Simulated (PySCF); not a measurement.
Species: C4H3FN (doublet state).
Geometry (GFN2-xTB, Å), atoms numbered from 1 in this order:
```xyz
9
C4H3FN angstrom
F      2.676    0.691   -0.231
C      2.021   -0.225    0.460
C      0.745   -0.434    0.620
C     -0.338    0.405    0.027
C     -1.640   -0.177   -0.256
N     -1.632    0.523    0.781
H      0.419   -1.257    1.237
H     -0.002    1.278   -0.519
H     -2.235   -0.797   -0.882
```

The hyperfine couplings belong to this conformer and change with its torsions.

The species is `F/[C]=C\[C@H]1C=N1` [radical].

Level of theory: PySCF 2.14.0, UKS B3LYP, pcH-1 on C F H N, non-relativistic, mean-field spin-orbit, GIAO. Geometry: GFN2-xTB, one conformer, isolated molecule. The geometry wasn't refined by DFT: couplings that depend on bond lengths, twists or pyramidal angles can differ widely from those at the functional's own minimum. No stability test was run, so a lower SCF solution isn't excluded.

What is the g tensor, term by term?

```
                    Δg (ppm)     1     2     3
relativistic mass correction  -221  -221  -221
            gauge correction     2    51   -71
   orbital Zeeman/spin–orbit  -130  -170  2506
                       total  -348  -340  2214
```

So g = 2.00197, 2.00198, 2.00453 and g_iso = 2.00283; the tensor is close to axial: the two nearest values differ by under 1 % of g3 − g1. 

At 9.484 GHz, how far is the centre of the isotropic spectrum from where a free electron (g = 2.002319) resonates?

B = hν/(g μB) with μB/h = 13.99624 MHz/mT gives 338.41 mT for the free electron and 338.33 mT at g_iso, 0.09 mT lower.

What are the electron Larmor frequencies g μB B/h along the three axes at 3350 mT?

93.8673, 93.8677, 93.9874 GHz for g1, g2 and g3, a range of 120.1 MHz.

In a frozen sample, at which fields do the three g values resonate at 9.5, 34, 94 and 263 GHz (hyperfine left aside), and which band first spreads them over more than twice a line width of 0.3 mT?

```
band    GHz  B(g3) mT  B(g2) mT  B(g1) mT  spread mT
   X    9.5    338.61    339.04    339.04       0.43
   Q   34.0   1211.86   1213.41   1213.42       1.55
   W   94.0   3350.45   3354.72   3354.74       4.29
   J  263.0   9374.13   9386.09   9386.13      12.00
```

The spread grows in proportion to the frequency. Q band is the first where it exceeds 0.6 mT.

Largest spin populations (Mulliken): C2 (+0.95), C3 (-0.11), F1 (+0.09) and C4 (+0.06). C2 is the only atom above +0.15.

The HOMO–LUMO gaps are 5.74 eV among the α and 3.95 eV among the β orbitals.
